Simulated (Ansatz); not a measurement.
**bcc W**

Calculation: PBE0-D3(BJ) in Ansatz (PAW).

Numerical settings: plane-wave cutoff 460 eV, 14×14×14 k mesh, Fermi–Dirac smearing 0.05 eV, no spin polarisation, scalar-relativistic PAW data made under PBE.

Cell (relaxed at this level):

```cif
data_W
_chemical_formula_sum 'W1'
_space_group_name_H-M_alt 'P 1'
_space_group_IT_number 1
_cell_length_a 2.71807
_cell_length_b 2.71807
_cell_length_c 2.71807
_cell_angle_alpha 109.471
_cell_angle_beta 109.471
_cell_angle_gamma 109.471
loop_
_space_group_symop_operation_xyz
  'x, y, z'
loop_
_atom_site_label
_atom_site_type_symbol
_atom_site_fract_x
_atom_site_fract_y
_atom_site_fract_z
_atom_site_occupancy
W1 W 0.00000 0.00000 0.00000 1
```

For bcc W, the bulk modulus B0 is 354 GPa and the pressure derivative B′ of the bulk modulus is 4.1.

Measured, for comparison: bulk modulus 312 GPa (zero-point energy and finite temperature contributions removed, our sources range from 300 to 328; as tabulated in doi:10.1021/acs.jctc.3c00612). Computed (rounded) less measured: bulk modulus +13 % (+8 % to +18 % over the range).

Spin–orbit coupling is not included.

Static lattice: no zero-point or thermal effects.

Ansatz is a quantum-chemistry and plane-wave program.
